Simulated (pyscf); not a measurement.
Four-centre exchange: HO–AlH₂ + H₂C=CH₂ -> H₂C=CH–AlH–OH + H₂

Gas phase, singlet surface, charge 0. Bonds broken: Al2–H4, C6–H8. Bonds formed: Al2–C6, H4–H8. PySCF, gas phase, ωB97X-D3(BJ)/def2-SVP geometries.

Transition state (Å):

```xyz
11

O     -1.8070    -2.0725    -0.1574
Al    -1.9935    -0.4539     0.3487
H     -1.5208    -2.4530    -0.9871
H     -2.7058     0.5985    -0.8679
H     -2.6239    -0.1253     1.7493
C     -0.3336     0.7795    -0.1159
C     -0.0712     1.8837     0.6017
H     -1.6512     0.8347    -0.7097
H      0.4892     0.3226    -0.6862
H      0.9288     2.3318     0.6694
H     -0.8630     2.3980     1.1636
```

One imaginary mode, 1341i cm⁻¹; descent along it reached the two sides named, in the forms told below.

```
bond    change  reactant side (Å)  saddle  product side
------  ------  -----------------  ------  ------------
Al2–H4  breaks              1.593   1.759         2.454
C6–H8   breaks              1.104   1.446           3.1
Al2–C6   forms                2.6   2.120         1.945
H4–H8    forms                2.9   1.092         0.762
```

Electronic energies relative to the separated reactants (kJ/mol):

| level | barrier | reaction energy | reverse barrier |
|---|---|---|---|
| ωB97X-D3(BJ)/def2-TZVP | 126.4 | +3.6 | 122.8 |
| PBE/def2-TZVP | 105.2 | +8.7 | 96.5 |
| r²SCAN/def2-TZVP | 103.9 | +4.7 | 99.3 |
| B3LYP-D3(BJ)/def2-TZVP | 125.9 | +8.7 | 117.2 |
| PBE0-D3(BJ)/def2-TZVP | 110.9 | +8.2 | 102.6 |
| M06-2X/def2-TZVP | 127.1 | -1.0 | 128.1 |
| ωB97M-D3(BJ)/def2-TZVP | 134.4 | +10.6 | 123.8 |
| HF/def2-TZVP | 205.1 | +29.8 | 175.3 |

With ωB97M-D3(BJ)/def2-TZVP energies and thermal terms (ideal gas, 1 atm, RRHO with modes under 100 cm⁻¹ raised to 100, one conformer, R ln 2 for chiral ones without a mode under 150 cm⁻¹), in kJ/mol:

```csv
T (K),ΔH‡,ΔG‡,ΔH,ΔG
298,127.9,169.8,+1.0,+8.3
600,130.1,211.4,+7.1,+13.2
900,133.4,251.4,+11.3,+15.3
1200,136.9,290.2,+14.2,+16.2
```

On the reactant side the descent ends in a bound adduct (not fully relaxed), 47.9 kJ/mol under the separated species and 174.3 kJ/mol under the saddle at ωB97X-D3(BJ)/def2-TZVP. At the saddle there is also a short Al–H contact that neither side keeps. The same reactants have a lower exit, to H₃C–CH₂–AlH–OH (barrier +27.1 kJ/mol at ωB97M-D3(BJ)/def2-TZVP, against +134.4 kJ/mol here). This is the saddle that the search found; another between the same sides may lie lower.
